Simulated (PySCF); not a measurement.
C3H3F3.
Numbering: `[F:1][CH2:2][CH:3]=[C:4]([F:5])[F:6]` (hydrogens: H7, H8 on C2; H9 on C3)

Cartesian coordinates in Å at the PBE0-D3(BJ)/def2-SVP level; atoms count from 1:
```xyz
9
C3H3F3 angstrom
F     -1.666   -0.146    1.330
C     -1.139   -0.062    0.062
C      0.235    0.505    0.095
C      1.320   -0.195   -0.214
F      1.323   -1.442   -0.617
F      2.541    0.271   -0.182
H     -1.806    0.585   -0.535
H     -1.137   -1.066   -0.390
H      0.387    1.536    0.420
```

The closed-shell ground state was solved at several levels (PySCF, density fitting, gas phase, non-relativistic).

```csv
level,basis functions,HOMO (eV),LUMO (eV),gap (eV),dipole (D)
PBE/pcSseg-2,258,-6.64,-1.11,5.53,1.42
PBE0/pcSseg-1,117,-7.92,0.05,7.97,1.54
CAM-B3LYP/def2-SVPD,153,-9.43,0.90,10.33,1.59
```

Q: What might B3LYP/pcJ-1 (192 basis functions) give for the same quantities?

A: HOMO -7.69 eV, LUMO -0.22 eV, gap 7.47 eV, dipole 1.54 D.

Q: Over all these levels, which gives the widest orbital gap and which the narrowest?

A: CAM-B3LYP/def2-SVPD (range-separated hybrid) has the widest, 10.33 eV, and PBE/pcSseg-2 (GGA) the narrowest, 5.53 eV. Functional and basis both differ between the two, so the spread mixes both effects.

Q: How far do the dipole and the HOMO energy spread over the levels?

A: The dipole runs from 1.42 to 1.59 D (mean 1.52 D) and the HOMO from -9.43 to -6.64 eV.

One conformer stands for the species.
